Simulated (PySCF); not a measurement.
CH2, multiplicity 3. Atoms are numbered in the order given.

```xyz
3

C      0.0000     0.0000    -0.1052
H      0.0000    -0.9937     0.3157
H      0.0000     0.9937     0.3157
```
Charge 0, spin multiplicity 3.

The structure is a stationary point at r2SCAN-D4/def2-TZVPD. The isomer is the one that the SMILES or the coordinates give; other isomers of the formula were not compared.

All values below come from ωB97X/def2-TZVPD (PySCF).

Gas-phase values at a fixed geometry.

The total energy comes out as -39.15104 hartree. The point group comes out as C2v and the α spin, highest occupied and lowest empty level is -9.53 and 2.13 eV. The β spin, highest occupied and lowest empty level is -14.70 and -0.12 eV and the dipole moment is 0.63 D. The quadrupole, principal values (traceless, Buckingham form, about the centre of nuclear charge) is -1.46, -0.67, 2.13 D·Å and the mean static polarisability comes out as 14.5 bohr³ (2.14 Å³). The polarisability, principal values is 13.7, 14.2, 15.5 bohr³ and the ⟨S²⟩ comes out as 2.007 (pure state 2.00).
